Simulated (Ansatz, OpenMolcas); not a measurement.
# Worked example: the enthalpy of formation of CH3F (fluoromethane)

CH3F has 5 atoms, charge 0, and is taken as a singlet. As SMILES, `CF`. The shape is that of a PBE0-D4/def2-TZVP optimisation.

```jsonl
{"atom": "C", "x (Å)": "-0.0507", "y (Å)": "0.0329", "z (Å)": "0.0078"}
{"atom": "F", "x (Å)": "1.0941", "y (Å)": "-0.7105", "z (Å)": "-0.1686"}
{"atom": "H", "x (Å)": "-0.9187", "y (Å)": "-0.6269", "z (Å)": "-0.0580"}
{"atom": "H", "x (Å)": "-0.1048", "y (Å)": "0.7960", "z (Å)": "-0.7720"}
{"atom": "H", "x (Å)": "-0.0198", "y (Å)": "0.5085", "z (Å)": "0.9907"}
```

Total energies at r2SCAN/def2-TZVPP (OpenMolcas 26.06); the atoms run unrestricted:

```
species    state  energy (Eh)
   CH3F  singlet  -139.732122
      C  triplet   -37.832933
      F  doublet   -99.727635
      H  doublet    -0.499927
```

Harmonic wavenumbers at PBE0-D4/def2-TZVP, in cm⁻¹: 1097, 1199, 1199, 1485, 1489, 1489, 3044, 3131, 3131.

Measured heats of formation of the gaseous atoms at 298.15 K, in kJ/mol: C 716.9, F 79.4, H 218.0. Spin-orbit lowering of the atoms at 298 K (mean of the ground term's levels less their thermal mean, from spectra), in kJ/mol: C 0.02, F 1.29. Take 1 Eh = 2625.50 kJ/mol, 1 cm⁻¹ = 0.0119627 kJ/mol, RT = 2.479 kJ/mol.

Question: What heat of formation follows?

Answer: 
1. Electronic atomisation energy: (-37.832933) + (-99.727635) + 3 × (-0.499927) − (-139.732122) = 0.671773 Eh = 1763.7 kJ/mol.
2. Zero-point energy: half the sum of the wavenumbers, 8632 cm⁻¹ = 103.3 kJ/mol.
3. Thermal vibrational enthalpy, Σ hcν̃/(exp(hcν̃/kT) − 1): 0.2 kJ/mol. Translation, rotation and pV of a non-linear molecule: 4 RT = 9.9 kJ/mol.
4. The 5 free atoms carry 5/2 RT each: 31.0 kJ/mol.
5. Spin-orbit coupling lowers the free atoms by 0.02 + 1.29 = 1.3 kJ/mol.
6. Atomisation enthalpy at 298 K: 1763.7 − 1.3 − 103.3 − 0.2 − 9.9 + 31.0 = 1680.0 kJ/mol.
7. Sum of the atoms' heats of formation: 1450.3 kJ/mol. Heat of formation: 1450.3 − 1680.0 = -229.7 kJ/mol.

The tabulated value is -236.6 kJ/mol (Active Thermochemical Tables), so this level is off by +6.9 kJ/mol, or 0.4 % of the atomisation enthalpy. Anharmonicity and any spin-orbit splitting of the molecule are left out.
